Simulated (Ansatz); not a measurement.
Debugging a comparison of dispersion corrections of C3H4FNO, SMILES C=C(F)NC=O (Ansatz 0.2.0, Python API).

Script `c3h4fno.py`:
```python
"""Size of D3 and D4 in C3H4FNO."""

import logging
import sys

import ansatz as az

logging.basicConfig(stream=sys.stdout, format="%(name)s: %(message)s")
log = logging.getLogger("calc")
log.setLevel(logging.INFO)


def main() -> None:
    geometry_ang = [
        ("C", [-1.7641, -0.1294, -0.3904]),
        ("C", [-0.6286, 0.1057, 0.2703]),
        ("F", [-0.7189, 0.5745, 1.5317]),
        ("N", [0.5899, -0.1174, -0.3025]),
        ("C", [1.7904, 0.1055, 0.3266]),
        ("O", [1.9832, 0.5235, 1.4582]),
        ("H", [-1.7856, -0.5056, -1.4052]),
        ("H", [-2.7135, 0.0607, 0.0993]),
        ("H", [0.614, -0.4689, -1.2494]),
        ("H", [2.6333, -0.1486, -0.3387]),
    ]
    c3h4fno = az.Crystal.molecule()
    for symbol, xyz in geometry_ang:
        c3h4fno = c3h4fno.atom(symbol, xyz)

    setup = c3h4fno.calculation().basis(gaussian="def2-SVP").stress()
    for name in ["pbe0", "pbe"]:
        for correction in ("d3bj", "d4"):
            summary = setup.functional(name, dispersion=correction).run().report
            log.info(f"{name:8s} {correction:5s} total {summary['free_energy_ev']:.5f} eV, of which dispersion {1000 * summary['dispersion']['energy']['ev']:.2f} meV")


if __name__ == "__main__":
    main()
```

```console
$ python c3h4fno.py
Traceback (most recent call last):
  File "c3h4fno.py", line 38, in <module>
    main()
    ~~~~^^
  File "c3h4fno.py", line 33, in main
    summary = setup.functional(name, dispersion=correction).run().report
              ~~~~~~~~~~~~~~~~~~~~~~~~~~~~~~~~~~~~~~~~~~~~~~~~~^^
  ...
ansatz.RefusalError: invalid value for `basis.gaussian`: such a run doesn't read output.stress; remove what it names
$ echo $?
1
```
(Library frames cut from the traceback.)

What is wrong, and how is it mended?

The fault: a molecule has no stress. Mended:

```diff
--- before
+++ after
@@ -29,3 +29,3 @@
 
-    setup = c3h4fno.calculation().basis(gaussian="def2-SVP").stress()
+    setup = c3h4fno.calculation().basis(gaussian="def2-SVP")
     for name in ["pbe0", "pbe"]:
```

The mended script runs so:

```console
$ python c3h4fno.py
calc: pbe0     d3bj  total -9412.10953 eV, of which dispersion -157.88 meV
calc: pbe0     d4    total -9412.10503 eV, of which dispersion -153.38 meV
calc: pbe      d3bj  total -9412.03459 eV, of which dispersion -187.56 meV
calc: pbe      d4    total -9412.03120 eV, of which dispersion -184.17 meV
```

What to keep in mind:
- Total energies depend on the basis set; only differences at equal settings carry meaning.
- The geometry is a force-field or estimated start, not a minimum of this method, and the basis set is short of its limit. D4 holds the three-body term, and d3bj doesn't.
- Wall time of the script: 12 s on 1 thread of Arm Neoverse V1 (shared host), peak memory 0.24 GiB.

(Lines on the test bed's own set-up are left out of the output.)
